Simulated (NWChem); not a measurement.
**diphosphorus (P2) in NWChem**

SMILES: P#P
```xyz
2

P      0.0000     0.0000     0.9455
P      0.0000     0.0000    -0.9455
```
Charge 0, spin multiplicity 1.

Program: NWChem. The geometry was optimised at PBE0/def2-SVP, a minimum by its harmonic frequencies.

Symmetry labels belong to the abelian group D2h used in the runs, with the axes of the coordinates shown; states degenerate in a higher group split over its labels.

Question: List the lowest 3 singlet excitations that TD-BHandHLYP/aug-cc-pVDZ gives, with oscillator strengths.

Answer: 
```csv
state,symmetry,energy (eV),wavelength (nm),f
1,au,3.36,369,0.000
2,b1u,3.77,329,0.000
3,au,3.77,329,0.000
```
